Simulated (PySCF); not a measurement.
# LiF₂⁻: one geometry, several methods

How much do the numbers for LiF₂⁻ (singlet) hang on the method? All levels run at one geometry, the PBE0 minimum.

The runs use PySCF 2.14.0; several methods, basis Li def2-TZVPD, F def2-TZVPD, no relativity, density fitting.

## Step 1: Where the work starts

3 atoms, charge -1, spin multiplicity 1.

Bond lengths: Li1–F2 1.688 Å, Li1–F3 1.688 Å. Angles: F2–Li1–F3 180.0°.

```xyz
3
charge -1 multiplicity 1
Li    0.0000    0.0000    0.0000
F     0.0000    0.0000    1.6878
F     0.0000    0.0000   -1.6878
```

## Step 2: Real-space pictures of the lowest minimum

The plane holds Li1 at (0.00, 0.00), F2 at (1.69, 0.00), F3 at (-1.69, 0.00) Å. Columns run from x = -3.75 to 4.05 Å, rows from y = 2.25 (top) to -1.95 Å, in steps of 0.3 Å.

Density (cut at 5 e/Å³):

Ten steps from '0' (0.000 e/Å³) to '9' (5.000 e/Å³), finer at the low end (step k begins (100^(k/10) - 1)/99 of the way up):
```
000000000000000000000000000
000000000000000000000000000
000000000000000000000000000
000000111100000011110000000
000012333210000123332100000
000124565421111245654210000
000136898633553368986310000
000248999746996479998420000
000248999746996479998420000
000136898633553368986310000
000124565421111245654210000
000012333210000123332100000
000000111100000011110000000
000000000000000000000000000
000000000000000000000000000
```

ELF (0 where the density is under 0.005 e/Å³):

Ten even steps from '0' (0.00) to '9' (1.00):
```
000000000000000000000000000
000000000000000000000000000
000001111100000011111000000
000012333210000123332100000
000124555420000245554210000
001246777630000367776421000
002468888720990278888642000
012478617814994187168742100
012478617814994187168742100
002468888720990278888642000
001246777630000367776421000
000124555420000245554210000
000012333210000123332100000
000001111100000011111000000
000000000000000000000000000
```

Electrostatic potential (cut at 20 V):

Ten steps from '0' (-7.81 V) to '9' (20.00 V), finer at the low end (step k begins (100^(k/10) - 1)/99 of the way up):
```
555555555555555555555555556
555554444555555554444555555
555444444455555544444445555
554432223455665543222344555
544320012456666542100234455
543202565467777645652023455
543016999668998669996103455
442038999879999789998302445
442038999879999789998302445
543016999668998669996103455
543202565467777645652023455
544320012456666542100234455
554432223455665543222344555
555444444455555544444445555
555554444555555554444555555
```

Along Li1–F2 (1.688 Å) the density is least, 0.37 e/Å³, about 0.68 Å from Li1; ELF there is 0.06.

Values on the line from Li1 (at 0) through F2 (at 1.688 Å):

```tsv
distance (Å)	density (e/Å³)	ELF	electrostatic potential (V)
-0.59	0.404	0.0446	6.64
-0.42	1.21	0.743	19.4
-0.25	6.13	0.999	60
-0.08	36.5	1	360
0.17	14.7	1	126
0.34	2.65	0.985	33
0.51	0.621	0.168	11.6
0.68	0.371	0.0565	3.35
0.84	0.627	0.51	0.329
1.01	1.43	0.812	3.23
1.18	3.52	0.854	20.3
1.35	8.14	0.738	83.4
1.52	22.5	0.139	356
1.77	185	0.966	993
1.94	11.7	0.401	165
2.11	5.39	0.846	40.2
2.28	2.11	0.855	6.09
2.45	0.809	0.794	-4.22
2.62	0.333	0.685	-7.24
```

Making the fields took 0.8 s on 2 threads of Intel Xeon Platinum 8259CL at 2.50GHz (Skylake/Cascade Lake), shared host.

## Step 3: PBE0

The steps are one call of a driver around PySCF; scf.py gives each level's set-up. Each SCF starts from the density of the minimum. The driver also runs the species with one electron less or more at the same geometry; their logs are not shown.

File scf.py:

```python
from pyscf import gto, scf, dft
mol = gto.M(atom='''
Li     0.000000    -0.000000    -0.000000
F     -0.000000     0.000000     1.687816
F      0.000000    -0.000000    -1.687816''',
    basis={'Li': 'def2-TZVPD', 'F': 'def2-TZVPD'},
    charge=-1, spin=0)
mf = dft.RKS(mol, xc='PBE0')
mf.grids.atom_grid = (75, 302)
aux = {'Li': 'def2-universal-JKFIT', 'F': 'def2-universal-JKFIT'}
mf = mf.density_fit(auxbasis=aux)
mf.conv_tol = 1e-08
mf.diis_space = 10
mf.max_cycle = 60
mf.verbose = 4
mf.kernel()
```

Command:

```bash
OMP_NUM_THREADS=2 python axn.py task.json out
```

The log of the run:

```text
init E= -207.258326967454
  HOMO = -0.110064688963646  LUMO = 0.140800811440621  gap/eV = 6.82640
cycle= 1 E= -207.258326967453  delta_E= 1.45e-12  |g|= 3.36e-06  |ddm|= 1.97e-06
  HOMO = -0.110065692595143  LUMO = 0.140800774778541  gap/eV = 6.82642
Extra cycle  E= -207.25832696745  delta_E= 2.98e-12  |g|= 5.78e-06  |ddm|= 3.33e-06
converged SCF energy = -207.25832696745
```

This level, with the species of one electron less or more, took 2.2 s.

```
energy                        : -207.258327 Eh
one electron less (charge +0) : -207.058580 Eh (doublet, ⟨S²⟩ 0.76)
Mulliken charge of Li1        : +0.91 e
```

## Step 4: HF

Edit scf.py of step 3 so:

```diff
@@ -8,2 +8 @@
-mf = dft.RKS(mol, xc='PBE0')
-mf.grids.atom_grid = (75, 302)
+mf = scf.RHF(mol)
```

The log of the run:

```text
init E= -206.543011482757
  HOMO = -0.315204082345692  LUMO = 0.158409500078402  gap/eV = 12.88768
cycle= 1 E= -206.555860697028  delta_E= -0.0128  |g|= 0.0511  |ddm|= 0.161
  HOMO = -0.292624470810557  LUMO = 0.158747182356442  gap/eV = 12.28245
cycle= 2 E= -206.556228007766  delta_E= -0.000367  |g|= 0.0204  |ddm|= 0.0365
  HOMO = -0.297194078885231  LUMO = 0.158760794261149  gap/eV = 12.40716
cycle= 3 E= -206.55629788782  delta_E= -6.99e-05  |g|= 0.0081  |ddm|= 0.0114
  HOMO = -0.295029228534305  LUMO = 0.158792248625734  gap/eV = 12.34911
cycle= 4 E= -206.556308207838  delta_E= -1.03e-05  |g|= 0.000586  |ddm|= 0.00516
  HOMO = -0.294918281963413  LUMO = 0.158798290190847  gap/eV = 12.34626
cycle= 5 E= -206.556308416917  delta_E= -2.09e-07  |g|= 6.94e-05  |ddm|= 0.00121
  HOMO = -0.294917543758382  LUMO = 0.158798532205164  gap/eV = 12.34624
cycle= 6 E= -206.556308419739  delta_E= -2.82e-09  |g|= 1.83e-05  |ddm|= 0.000102
  HOMO = -0.294919088929914  LUMO = 0.158798570133782  gap/eV = 12.34629
Extra cycle  E= -206.556308419926  delta_E= -1.87e-10  |g|= 8.3e-06  |ddm|= 1.76e-05
converged SCF energy = -206.556308419926
```

This level, with the species of one electron less or more, took 0.5 s.

```
energy                        : -206.556308 Eh
one electron less (charge +0) : -206.343460 Eh (doublet, ⟨S²⟩ 0.85)
Mulliken charge of Li1        : +0.94 e
```

## Step 5: PBE

Edit scf.py of step 4 so:

```diff
@@ -8 +8,2 @@
-mf = scf.RHF(mol)
+mf = dft.RKS(mol, xc='PBE')
+mf.grids.atom_grid = (75, 302)
```

The log of the run:

```text
init E= -207.260986204049
  HOMO = -0.0264343105433046  LUMO = 0.134127209990722  gap/eV = 4.36910
cycle= 1 E= -207.261281314621  delta_E= -0.000295  |g|= 0.118  |ddm|= 0.149
  HOMO = -0.0732491704401549  LUMO = 0.129458106819292  gap/eV = 5.51595
cycle= 2 E= -207.249218334794  delta_E= 0.0121  |g|= 0.309  |ddm|= 0.179
  HOMO = -0.0465204036678677  LUMO = 0.130923253103618  gap/eV = 4.82849
cycle= 3 E= -207.263810614215  delta_E= -0.0146  |g|= 0.0213  |ddm|= 0.111
  HOMO = -0.0435002263446496  LUMO = 0.131294207875107  gap/eV = 4.75640
cycle= 4 E= -207.263893757773  delta_E= -8.31e-05  |g|= 5.69e-05  |ddm|= 0.0105
  HOMO = -0.0434984501011189  LUMO = 0.131286181259584  gap/eV = 4.75613
cycle= 5 E= -207.263893758162  delta_E= -3.88e-10  |g|= 2.13e-05  |ddm|= 8.39e-05
  HOMO = -0.0435046561334873  LUMO = 0.131284625919846  gap/eV = 4.75626
Extra cycle  E= -207.263893757814  delta_E= 3.47e-10  |g|= 5.25e-05  |ddm|= 2.88e-05
converged SCF energy = -207.263893757814
```

This level, with the species of one electron less or more, took 4.6 s.

* energy: -207.263894 Eh
* one electron less (charge +0): -207.082088 Eh (doublet, ⟨S²⟩ 0.75)
* Mulliken charge of Li1: +0.89 e

## Step 6: B3LYP

Edit scf.py of step 5 so:

```diff
@@ -8 +8 @@
-mf = dft.RKS(mol, xc='PBE')
+mf = dft.RKS(mol, xc='B3LYP')
```

The log of the run:

```text
init E= -207.489111475483
  HOMO = -0.0983427732857563  LUMO = 0.134196058688722  gap/eV = 6.32770
cycle= 1 E= -207.490103984747  delta_E= -0.000993  |g|= 0.00975  |ddm|= 0.0614
  HOMO = -0.102265680298191  LUMO = 0.133619810493511  gap/eV = 6.41877
cycle= 2 E= -207.490112118855  delta_E= -8.13e-06  |g|= 0.00232  |ddm|= 0.00676
  HOMO = -0.102302691947675  LUMO = 0.133681302878114  gap/eV = 6.42145
cycle= 3 E= -207.490111885733  delta_E= 2.33e-07  |g|= 0.0021  |ddm|= 0.0013
  HOMO = -0.102050095444421  LUMO = 0.133697085511199  gap/eV = 6.41501
cycle= 4 E= -207.490112555726  delta_E= -6.7e-07  |g|= 3.52e-05  |ddm|= 0.00079
  HOMO = -0.102039136527463  LUMO = 0.133700824918249  gap/eV = 6.41481
cycle= 5 E= -207.490112555967  delta_E= -2.41e-10  |g|= 2.55e-06  |ddm|= 2.35e-05
  HOMO = -0.1020389099274  LUMO = 0.133701065645325  gap/eV = 6.41481
Extra cycle  E= -207.490112555968  delta_E= -6.54e-13  |g|= 1.99e-06  |ddm|= 2.7e-06
converged SCF energy = -207.490112555968
```

This level, with the species of one electron less or more, took 3.2 s on 2 threads of Intel Xeon Platinum 8259CL at 2.50GHz (Skylake/Cascade Lake), shared host.

- energy: -207.490113 Eh
- one electron less (charge +0): -207.288202 Eh (doublet, ⟨S²⟩ 0.76)
- Mulliken charge of Li1: +0.90 e

## Step 7: r2SCAN

Edit scf.py of step 6 so:

```diff
@@ -8,2 +8,2 @@
-mf = dft.RKS(mol, xc='B3LYP')
-mf.grids.atom_grid = (75, 302)
+mf = dft.RKS(mol, xc='R2SCAN')
+mf.grids.atom_grid = (90, 434)
```

The log of the run:

```text
init E= -207.380176411111
  HOMO = -0.0539942898925058  LUMO = 0.143950025055837  gap/eV = 5.38634
cycle= 1 E= -207.380506842532  delta_E= -0.00033  |g|= 0.00891  |ddm|= 0.0581
  HOMO = -0.0533316399911874  LUMO = 0.143590665242404  gap/eV = 5.35853
cycle= 2 E= -207.380486128178  delta_E= 2.07e-05  |g|= 0.0142  |ddm|= 0.00794
  HOMO = -0.0549429255023414  LUMO = 0.143535158852655  gap/eV = 5.40086
cycle= 3 E= -207.380514533535  delta_E= -2.84e-05  |g|= 0.00234  |ddm|= 0.0062
  HOMO = -0.0546522719474398  LUMO = 0.143563884973997  gap/eV = 5.39374
cycle= 4 E= -207.380515400165  delta_E= -8.67e-07  |g|= 5.46e-05  |ddm|= 0.000933
  HOMO = -0.0546425700537434  LUMO = 0.143565575569966  gap/eV = 5.39352
cycle= 5 E= -207.38051540062  delta_E= -4.55e-10  |g|= 2.13e-05  |ddm|= 4.63e-05
  HOMO = -0.054649117355432  LUMO = 0.143565223993477  gap/eV = 5.39369
Extra cycle  E= -207.380515400529  delta_E= 9.08e-11  |g|= 3.32e-05  |ddm|= 2.17e-05
converged SCF energy = -207.380515400529
```

This level, with the species of one electron less or more, took 17 s.

| Item | Value |
| --- | --- |
| energy | -207.380515 Eh |
| one electron less (charge +0) | -207.195053 Eh (doublet, ⟨S²⟩ 0.76) |
| Mulliken charge of Li1 | +0.91 e |

## Step 8: TPSSh

Edit scf.py of step 7 so:

```diff
@@ -8 +8 @@
-mf = dft.RKS(mol, xc='R2SCAN')
+mf = dft.RKS(mol, xc='TPSSH')
```

The log of the run:

```text
init E= -207.461107609192
  HOMO = -0.0680930610864264  LUMO = 0.137342569011197  gap/eV = 5.59019
cycle= 1 E= -207.461573719213  delta_E= -0.000466  |g|= 0.0117  |ddm|= 0.117
  HOMO = -0.0735921461088439  LUMO = 0.13638393788111  gap/eV = 5.71374
cycle= 2 E= -207.461522700123  delta_E= 5.1e-05  |g|= 0.0221  |ddm|= 0.0147
  HOMO = -0.0712807947316237  LUMO = 0.136489711461333  gap/eV = 5.65372
cycle= 3 E= -207.461597473647  delta_E= -7.48e-05  |g|= 0.000737  |ddm|= 0.00835
  HOMO = -0.0711089498519757  LUMO = 0.136507460403283  gap/eV = 5.64953
cycle= 4 E= -207.461597562306  delta_E= -8.87e-08  |g|= 4.03e-05  |ddm|= 0.00044
  HOMO = -0.0711043049489112  LUMO = 0.136505348512972  gap/eV = 5.64935
cycle= 5 E= -207.461597562464  delta_E= -1.59e-10  |g|= 1.85e-05  |ddm|= 3.24e-05
  HOMO = -0.0711113734341742  LUMO = 0.136504611584199  gap/eV = 5.64952
Extra cycle  E= -207.46159756233  delta_E= 1.34e-10  |g|= 3.58e-05  |ddm|= 2.17e-05
converged SCF energy = -207.46159756233
```

This level, with the species of one electron less or more, took 9.1 s.

- energy: -207.461598 Eh
- one electron less (charge +0): -207.275061 Eh (doublet, ⟨S²⟩ 0.76)
- Mulliken charge of Li1: +0.91 e

## Step 9: MN15

Edit scf.py of step 8 so:

```diff
@@ -8 +8 @@
-mf = dft.RKS(mol, xc='TPSSH')
+mf = dft.RKS(mol, xc='MN15')
```

The log of the run:

```text
init E= -207.311207579804
  HOMO = -0.148814804501199  LUMO = 0.165274509586626  gap/eV = 8.54681
cycle= 1 E= -207.318570571796  delta_E= -0.00736  |g|= 0.0568  |ddm|= 0.204
  HOMO = -0.13789143215735  LUMO = 0.165432852593833  gap/eV = 8.25387
cycle= 2 E= -207.318180753163  delta_E= 0.00039  |g|= 0.0749  |ddm|= 0.049
  HOMO = -0.147353697533231  LUMO = 0.16535546231302  gap/eV = 8.50925
cycle= 3 E= -207.318933824394  delta_E= -0.000753  |g|= 0.00804  |ddm|= 0.028
  HOMO = -0.146114927427259  LUMO = 0.165364707519625  gap/eV = 8.47579
cycle= 4 E= -207.318942244474  delta_E= -8.42e-06  |g|= 0.00072  |ddm|= 0.00329
  HOMO = -0.145959217096695  LUMO = 0.165366323004662  gap/eV = 8.47160
cycle= 5 E= -207.318942340707  delta_E= -9.62e-08  |g|= 3.6e-05  |ddm|= 0.000643
  HOMO = -0.145950147153923  LUMO = 0.165366752991096  gap/eV = 8.47136
cycle= 6 E= -207.318942341664  delta_E= -9.57e-10  |g|= 1.1e-05  |ddm|= 0.00011
  HOMO = -0.145947400838918  LUMO = 0.165366865321358  gap/eV = 8.47129
Extra cycle  E= -207.318942341684  delta_E= -1.99e-11  |g|= 1.13e-05  |ddm|= 2.1e-05
converged SCF energy = -207.318942341684
```

This level, with the species of one electron less or more, took 9.7 s.

| Quantity | Value |
| --- | --- |
| energy | -207.318942 Eh |
| one electron less (charge +0) | -207.105415 Eh (doublet, ⟨S²⟩ 0.76) |
| Mulliken charge of Li1 | +0.94 e |

## Step 10: TPSS

Edit scf.py of step 9 so:

```diff
@@ -8 +8 @@
-mf = dft.RKS(mol, xc='MN15')
+mf = dft.RKS(mol, xc='TPSS')
```

The log of the run:

```text
init E= -207.483702526101
  HOMO = -0.0355605125438344  LUMO = 0.134707852434785  gap/eV = 4.63324
cycle= 1 E= -207.484459739946  delta_E= -0.000757  |g|= 0.0497  |ddm|= 0.159
  HOMO = -0.0575067897011569  LUMO = 0.131902412690197  gap/eV = 5.15409
cycle= 2 E= -207.482440792242  delta_E= 0.00202  |g|= 0.128  |ddm|= 0.0773
  HOMO = -0.0462615064726509  LUMO = 0.132519560921141  gap/eV = 4.86488
cycle= 3 E= -207.484945754557  delta_E= -0.0025  |g|= 0.0109  |ddm|= 0.046
  HOMO = -0.0446884102124108  LUMO = 0.132712326823618  gap/eV = 4.82732
cycle= 4 E= -207.484967281011  delta_E= -2.15e-05  |g|= 4.81e-05  |ddm|= 0.00525
  HOMO = -0.0446790304603364  LUMO = 0.132710132060254  gap/eV = 4.82700
cycle= 5 E= -207.484967281343  delta_E= -3.32e-10  |g|= 2.02e-05  |ddm|= 4.86e-05
  HOMO = -0.0446862557244421  LUMO = 0.132709050399623  gap/eV = 4.82717
Extra cycle  E= -207.484967281171  delta_E= 1.72e-10  |g|= 3.98e-05  |ddm|= 2.57e-05
converged SCF energy = -207.484967281171
```

This level, with the species of one electron less or more, took 62 s on 2 threads of Intel Xeon Platinum 8259CL at 2.50GHz (Skylake/Cascade Lake), shared host.

```
energy                        : -207.484967 Eh
one electron less (charge +0) : -207.305952 Eh (doublet, ⟨S²⟩ 0.75)
Mulliken charge of Li1        : +0.90 e
```

## Step 11: The ladder

| level | vertical ionisation energy (eV) | −ε(HOMO) (eV) | gap (eV) | wall time |
| --- | --- | --- | --- | --- |
| PBE0 | 5.44 | 3.00 | 6.83 | 2.2 s |
| HF | 5.79 | 8.03 | 12.35 | 0.5 s |
| PBE | 4.95 | 1.18 | 4.76 | 4.6 s |
| B3LYP | 5.49 | 2.78 | 6.41 | 3.2 s |
| r2SCAN | 5.05 | 1.49 | 5.39 | 17 s |
| TPSSh | 5.08 | 1.94 | 5.65 | 9.1 s |
| MN15 | 5.81 | 3.97 | 8.47 | 9.7 s |
| TPSS | 4.87 | 1.22 | 4.83 | 62 s |

Times are for 2 threads of Intel Xeon Platinum 8259CL at 2.50GHz (Skylake/Cascade Lake), shared host; PBE0 starts from its own converged density, so its time is not comparable. A dash stands where a species or a free atom was not run at that level, or the quantity is not defined.

## Step 12: Summary of results

| quantity | value |
| --- | --- |
| vertical ionisation energy, range | 4.87 (TPSS) to 5.81 (MN15) eV |
| orbital gap, range | 4.76 (PBE) to 12.35 (HF) eV |

What this shows: The vertical ionisation energy spreads over 0.94 eV, from TPSS to MN15; without a CCSD(T) value for it there is no yardstick here.
